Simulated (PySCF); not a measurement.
## S4: from structure and modes to constants

Computed with UPBE0/[S def2-TZVP], no relativity, density fitting, PySCF.

The triplet minimum has C2v symmetry. Masses (u): S 31.97207.

```xyz
4
charge 0 multiplicity 3, angstrom
S     0.8806    1.2033   -0.2265
S     0.9719   -1.1405    0.1716
S    -0.9869    1.5256   -0.2371
S    -0.8656   -1.5884    0.2920
```

Harmonic wavenumbers (cm⁻¹): 74.6 (a2, ×1), 102.1 (a1, ×1), 252.2 (a1, ×1), 279.0 (b2, ×1), 692.8 (b2, ×1), 716.3 (a1, ×1).

Problem. Find the principal moments of inertia and the rotational constants. What kind of rotor is it?

Solution. About the centre of mass I = 109.94, 250.21, 360.15 u Å². With B = 16.8576/I this gives 0.1533, 0.06737, 0.04681 cm⁻¹. The molecule is an asymmetric top with κ = -0.61.

Problem. Find the vibrational entropy and heat capacity at 298.15 K.

Solution. With u = 1.43878 ω/T, each mode gives S = R[u/(eᵘ−1) − ln(1−e⁻ᵘ)] and C = R u² eᵘ/(eᵘ−1)².
```
ω (cm⁻¹)      u  S (J/(mol K))  C (J/(mol K))
    74.6  0.360          16.86           8.23
   102.1  0.493          14.28           8.15
   252.2  1.217           7.18           7.36
   279.0  1.346           6.44           7.16
   692.8  3.343           1.32           3.53
   716.3  3.456           1.20           3.34
```
The sums over all modes are S = 47.3 and C = 37.8 J/(mol K); the softest mode gives 36 % of the entropy.

Problem. Give the standard entropy (298.15 K, 1 bar) by its translational, rotational, vibrational and spin parts, and Cp.

Solution. Sackur–Tetrode with M = 127.89 u gives 169.4; rotation with symmetry number 2 gives 109.7; vibration 47.3; spin R ln 3 = 9.1. The total is 335.5 J/(mol K), and Cp = 4 R + 37.8 = 71.0 J/(mol K).

Only a few start shapes were tried, so a lower isomer may exist.
